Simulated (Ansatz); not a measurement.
## Ansatz (development build ahead of 0.2.0) run

```yaml
crystal:
  periodic: [false, false, false]
  atoms:
    - { symbol: C, position_ang: [0.01993, -0.03918, -0.48417] }
    - { symbol: O, position_ang: [-0.00052, 0.04358, 0.75688] }
    - { symbol: H, position_ang: [-0.03104, -1.05208, -1.10045] }
    - { symbol: H, position_ang: [-0.92379, 0.47632, -1.06912] }
    - { symbol: H, position_ang: [0.85768, 0.47948, -1.06475] }
basis:
  gaussian: { orbitals: "6-31G" }
total_charge: -1
hamiltonian:
  xc: hf
correlation:
  method: mp2
  frozen_orbitals: { C: 1, H: 0, O: 1 }
```

The input is written out in the form of the current development build from the run's settings.

Results

```yaml
Converged: yes
Reference_energy: -114.32051 hartree
Correlation_energy: -0.22237 hartree
Total_energy: -114.54288 hartree
Spin_squared_of_the_determinant: 0.000
```

Caution: no diffuse functions for an anion.
